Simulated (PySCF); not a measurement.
**Do core-level shifts follow atomic charges?**

Compound: C₃H₃F₃.
SMILES with atom numbers: `[F:1][CH2:2][CH:3]=[C:4]([F:5])[F:6]`

Cartesian coordinates in Å at the GFN2-xTB level; atoms count from 1:
```
atom  x, y, z in Å
F1    -1.8654   -0.1786    1.1413
C2    -1.1325   -0.1540   -0.0179
C3     0.2070    0.4579    0.2407
C4     1.3390   -0.0560   -0.1950
F5     1.4522   -1.1546   -0.9296
F6     2.5363    0.4717    0.0054
H7    -1.7069    0.4490   -0.7328
H8    -1.0500   -1.1850   -0.3741
H9     0.2338    1.3556    0.8367
```

Binding energies: delta-SCF UKS SCAN, pcX-2 on the ionised atom, pcseg-1 elsewhere, spin-free X2C (PySCF 2.14.0). Charges: PBE0/pcSseg-1 ground-state density, for the ionised atom.

```
atom       environment  C 1s (eV)  Mulliken (e)  IAO (e)  Hirshfeld (e)  ESP (e)
  C3  alkene CH carbon     291.36        -0.388   -0.286         -0.105   -0.456
  C2    sp3 C–F carbon     293.75        +0.225   +0.045         +0.025   +0.280
  C4       =CF2 carbon     295.85        +0.590   +0.557         +0.176   +0.404
```

Q: Give the correlation coefficient and slope of binding energy on charge for each scheme.

A: Hirshfeld: r = 1.00, slope 15.9 eV per e; Mulliken: r = 0.99, slope 4.5 eV per e; IAO: r = 0.99, slope 5.2 eV per e; ESP: r = 0.94, slope 4.5 eV per e. On 3 points no scheme stands out.

Q: The point-charge model writes a binding energy as kq + V + constant, with V the potential of the other atoms' charges at the site. What does it give with the Hirshfeld charges?

A: V = Σ 14.40 eV Å × q/r over all other atoms: +2.07 eV at C3, -0.21 eV at C2, -2.01 eV at C4. Fitting binding energy − V to q gives k = 30.3 eV per e and leaves an rms residual of 0.33 eV, against 0.14 eV for the fit on q alone. The model has no term for differences in relaxation between sites.

One conformer (not necessarily the lowest) at the GFN2-xTB geometry, without solvent, vibrations or thermal averaging.
